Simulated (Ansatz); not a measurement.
Input file:

```yaml
crystal:
  periodic: [false, false, false]
  atoms:
    - {symbol: Sb, position_ang: [0.000000, -0.020134, 0.000000]}
    - {symbol: H, position_ang: [0.000000, 1.216100, -1.179315]}
    - {symbol: H, position_ang: [0.000000, 1.216107, 1.179309]}
basis:
  gaussian: {orbitals: def2-SVP}
total_charge: 1
magnetization: {spin_polarized: false}
correlation: {method: ccsdt_q, electrons: outside_noble_gas}
```

```sh
$ ansatz run in.yaml --threads 1 --pin off --events-out ev --progress --plain --max-ram 2393MiB
```

Log:

```
770 factors; integrals over basis functions are off by at most 2.2e-7 eV
mean field evaluation 1: about -6532.9809 eV, gradient 7.0e0 eV
mean field evaluation 2: about -6532.9853 eV, gradient 7.0e0 eV
mean field evaluation 4: about -6533.2138 eV, gradient 3.1e-1 eV
mean field evaluation 8: about -6533.2142 eV, gradient 3.0e-4 eV
mean field evaluation 16: about -6533.2142 eV, gradient 2.4e-6 eV
mean field -6533.21417932 eV, -240.0911927182 hartree, gradient 2.4e-6 eV, S^2 0.000000; 0 other end points of the search recorded, 0 dependent functions left out; unrestricted orbitals would lower it
9 core orbitals not correlated: weight in the atoms' cores, before any rotation towards them, 0.999 or more for the frozen orbitals, at most 0.000 for the correlated occupied ones
reference -6533.21417932 eV, -240.0911927182 hartree; 3, 3 occupied and 24, 24 virtual orbitals, 770 factors
second order -2.14434006 eV of doubles, -0.00000000 eV of singles
cycle   1  -2.60334085 eV  change   -4.6e-1 eV  update   6.3e-2
cycle   2  -2.87866600 eV  change   -2.8e-1 eV  update   2.9e-2
cycle   3  -2.89075598 eV  change   -1.2e-2 eV  update   7.6e-3
cycle   4  -2.89329879 eV  change   -2.5e-3 eV  update   3.1e-3
cycle   5  -2.89230026 eV  change    1.0e-3 eV  update   1.1e-3
cycle   6  -2.89217484 eV  change    1.3e-4 eV  update   4.8e-4
cycle   7  -2.89243365 eV  change   -2.6e-4 eV  update   2.1e-4
cycle   8  -2.89238138 eV  change    5.2e-5 eV  update   7.1e-5
cycle   9  -2.89234066 eV  change    4.1e-5 eV  update   2.0e-5
cycle  10  -2.89235339 eV  change   -1.3e-5 eV  update   6.2e-6
cycle  11  -2.89235535 eV  change   -2.0e-6 eV  update   2.1e-6
cycle  12  -2.89235533 eV  change    2.6e-8 eV  update   7.4e-7
cycle  13  -2.89235454 eV  change    7.9e-7 eV  update   2.2e-7
cycle  14  -2.89235459 eV  change   -5.1e-8 eV  update   6.9e-8
perturbative correction -0.00201825 eV, -0.0000741692 hartree
Total energy: -6536.10855215 eV, -240.1975589581 hartree
```

For the same geometry and basis full CI lies 0.5 meV lower.

Ran on 1 thread of Intel Xeon, shared host: 6 s wall, 0.11 GiB peak host memory.
